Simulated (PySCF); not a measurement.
Work out the structure from these simulated measurements.

Formula: CH2F3N.

- 1H NMR: chemical shifts (computed TMS as zero) by class: 2.48 (2 H) ppm [GIAO PBE0/pcSseg-1]
- Couplings: largest of the computed one-bond spin–spin couplings (means over like bonds): 19F–13C -327.4 (×3), 15N–1H -81.3 (×2), 15N–13C -20.6 Hz [B3LYP/pcJ-1]
- NMR, other nuclei: isotropic shieldings of nuclei other than C and H, by class: 202 (1 N), 243 (3 F) ppm [GIAO PBE0/pcSseg-1]
- 13C NMR: chemical shifts (computed TMS as zero) by class: 133.0 (1 C) ppm [GIAO PBE0/pcSseg-1]
- Rotational structure: rotational constants A, B, C: 5.655, 5.495, 5.376 GHz [GFN2-xTB]
- Dipole: 2.76 D [PBE0/pcSseg-1]

Electronic properties: PySCF, gas phase, density fitting. Levels stand in brackets. Isolated species at its GFN2-xTB geometry, gas phase. NMR classes are plain means over equivalent atoms (diastereotopic ones count apart unless rotation or inversion swaps them), as if these changed places fast.

Question: Propose a structure and show how it fits.

Answer: Numbering: `[NH2:1][C:2]([F:3])([F:4])[F:5]`. Its formula, CH2F3N, gives 0 degrees of unsaturation, so no ring and no π bond. The one carbon: CF3 carbon [C2] (133.0 ppm). All hydrogens form one class (2.48 ppm): N–H hydrogen. The other shieldings belong to: 202 ppm, primary amine nitrogen [N1]; 243 ppm, fluorine of a CF3 group [F3/F4/F5]. The couplings run between: -327.4 Hz, fluorine of a CF3 group [F3] and CF3 carbon [C2] (with 2 like pairs); -81.3 Hz, primary amine nitrogen [N1] and its hydrogen (with 1 like pair); -20.6 Hz, primary amine nitrogen [N1] and CF3 carbon [C2]. The optimised geometry has point group Cs and is an asymmetric top. Structure: CF3NH2 (`NC(F)(F)F`). The assignments are read from this structure; whether some other isomer fits the data as well wasn't checked.

Shape of the structure used: `[NH2:1][C:2]([F:3])([F:4])[F:5]`: H–N1–C2–F3 -55°, H–N1–C2–F3 176°.
